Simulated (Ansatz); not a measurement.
Cost and result for the atomization energy of C2H7NO2, SMILES `NCC(O)O` (12 atoms, 11 bonds).

```tsv
atom	x (Å)	y (Å)	z (Å)
N1	0.810	-0.819	0.903
C2	0.653	0.507	0.325
C3	-0.481	0.438	-0.684
O4	-0.303	-0.631	-1.550
O5	-1.670	0.308	0.066
H6	1.694	-0.918	1.381
H7	0.067	-1.005	1.563
H8	1.569	0.768	-0.209
H9	0.441	1.300	1.052
H10	-0.519	1.345	-1.300
H11	0.096	-1.325	-0.997
H12	-2.357	0.034	-0.548
```

Total charge 0; spin multiplicity 1. The geometry is a stationary point of PBE0-D4/def2-TZVP. It is one conformer, not always the lowest. Program: Ansatz. All runs use 4 threads of an INTEL XEON PLATINUM 8581C on a shared host. Times are those of one run each, without the atoms' runs, and a repeat can differ threefold. Electronic energies, without spin–orbit coupling; frozen cores. CCSD(T)/CBS adds CCSD(T) − MP2 in def2-TZVPP to the MP2 limit, and its time is that of the two runs behind it. T1 = 0.011.

CCSD(T)/CBS is a level of theory with its own doubt, some kJ/mol a heavy atom from the limit and from the frozen cores, so smaller differences don't rank the functionals.

```csv
level,functions,wall time,atomization (kcal/mol),difference from CCSD(T)/CBS,per bond
revPBE-D4/def2-TZVPP,253,1.1 s,1087.0,-3.9,-0.4
PBE0-D4/def2-TZVPP,253,1.4 s,1090.8,-0.1,0.0
BHLYP-D4/def2-TZVPP,253,1.6 s,1045.4,-45.5,-4.1
CAM-B3LYP-D4/def2-TZVPP,253,1.8 s,1095.9,5.0,0.5
r2SCAN-D4/def2-TZVPP (with forces),253,2.1 s,1087.7,-3.2,-0.3
CCSD(T)/def2-SVP,105,2.9 s,1027.3,-63.6,-5.8
B2PLYP/def2-TZVPP,253,2.9 s,1076.9,-14.0,-1.3
PBE-QIDH/def2-TZVPP,253,3.1 s,1078.2,-12.7,-1.2
ωB97X-V/def2-TZVPP,253,3.4 s,1091.7,0.8,0.1
B97M-V/def2-TZVPP,253,3.7 s,1084.7,-6.2,-0.6
MP2/def2-QZVPP,495,15 s,1098.5,7.6,0.7
CCSD(T)/def2-TZVPP,253,72 s,1059.2,-31.7,-2.9
CCSD(T)/CBS(def2),–,87 s,1090.9,0.0,0.0
```

The D4 term adds +7.3 kcal/mol with B3LYP and +3.8 kcal/mol with PBE0; it sums over pairs of atoms, weighted by their polarisabilities, and B3LYP, whose exchange is more repulsive, gets the larger term. At CCSD(T), def2-SVP lies −63.6 kcal/mol from the extrapolated value and def2-TZVPP −31.7 kcal/mol: correlation converges slowly with the basis, and small sets miss more of it in the bonded molecule than in its fragments. In def2-TZVPP, CCSD(T) changes the Hartree–Fock value by +314.1 kcal/mol (the triples alone add +17.9 kcal/mol) and MP2 by +334.7 kcal/mol; breaking electron pairs costs correlation energy, which Hartree–Fock lacks.

B3LYP here is the variant with VWN-RPA as its local correlation; programs differ in this.
